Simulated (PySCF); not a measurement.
Working out the ionisation energy of N

N [He] 2s2 2p3 (4S) → N+ [He] 2s2 2p2 (3P). All numbers are calculated (PySCF 2.14, no relativity, point nucleus, in aug-cc-pVDZ (4s3p2d, 23 functions)). Frozen: 1s2. Energies in hartree (1 hartree = 27.21139 eV):

```tsv
part	N (lower)	N+ (upper)
UHF	-54.393183	-53.881265
CCSD correlation	-0.092524	-0.077235
(T)	-0.001274	-0.000872
```

Problem. What does Hartree-Fock give?

Solution. (-53.881265) − (-54.393183) = 0.511918 hartree = 13.930 eV.

Problem. What do CCSD and CCSD(T) give?

Solution. The CCSD correlation energies differ by 0.015289 hartree = 0.416 eV and the triples by 0.000402 hartree = 0.011 eV, so CCSD gives 14.346 eV and CCSD(T) 14.357 eV.

Measured between the centres of the two terms (NIST): 14.545 eV, so CCSD(T) (valence) is off by -0.188 eV.

A double-zeta basis recovers only part of the correlation energy.

What remains against the reference includes basis incompleteness, the frozen core and higher excitations.
